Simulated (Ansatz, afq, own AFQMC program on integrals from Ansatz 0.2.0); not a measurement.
**Ge₂H₇, doublet in cc-pVDZ, levels against AFQMC with the constraint released**

| atom | x (Å) | y (Å) | z (Å) |
| --- | --- | --- | --- |
| Ge | -1.7181 | 0.0000 | 0.0000 |
| H | -2.2296 | 1.4466 | 0.0000 |
| H | -2.2296 | -0.7233 | 1.2528 |
| H | -2.2296 | -0.7233 | -1.2528 |
| H | -0.0771 | 0.0000 | 0.0000 |
| Ge | 1.7209 | 0.0000 | 0.0000 |
| H | 2.1895 | -1.4659 | 0.0000 |
| H | 2.1895 | 0.7330 | -1.2695 |
| H | 2.1895 | 0.7330 | 1.2695 |

Basis cc-pVDZ. Only valence electrons are correlated. Ansatz 0.2.0 and our own AFQMC program on the same integrals; the CISD trial comes from CCSD amplitudes, and released means the phaseless constraint is let go. Uncertainties: one standard error, sampling alone. No spin–orbit coupling.

Determinant: UHF, the one that the program's search chose, which needn't be the lowest solution. The geometry is a point of a scan.

No full CI on the walks' own integrals is used here. The released AFQMC energy serves as the reference, which it does only where one determinant dominates, the energy is flat over the last release times and near the phaseless one (40 meV or 2 meV an electron, half that with transition metals). On small molecules, where full CI could be run and the noise was under 10 meV, such values lay within 10 meV of it in 19 cases of 20, a flattering rate, since the rule was set on those same cases; what remains of the bias isn't in the error bar.

Cautions: no relativity below Rb; no spin-orbit coupling; inner d shell frozen; the released value is read at 1.50 1/Eh (meV from the phaseless value at times in 1/Eh: -1 ± 3 at 0.24, -3 ± 3 at 0.51, -3 ± 3 at 0.99, -6 ± 4 at 1.50).

The T1 diagnostic is 0.0121, the weight of the determinant in the CISD state is 0.856 and the ⟨S²⟩ of the determinant is 0.768. The size of the correlated space is 15 electrons in 61 orbitals.

Reference: AFQMC with the constraint released, correlation energy -7.559 ± 0.004 eV.

| level | E − E(reference) (kJ/mol) | share of correlation (%) |
| --- | --- | --- |
| HF | 729.3 ± 0.4 | 0.00 |
| MP2 | 162.7 ± 0.4 | 77.69 |
| CCSD | 18.9 ± 0.4 | 97.41 |
| CCSD(T) | 3.8 ± 0.4 | 99.48 |
| ph-AFQMC/CISD | 0.6 ± 0.5 | 99.92 |

A walk keeps the symmetry of its determinant, which the program's search chose and which needn't be the lowest solution, so a lower state of the same spin and another symmetry isn't excluded. Released energies are given only where the last usable release times agree within the noise; a slower fall can still hide under it.
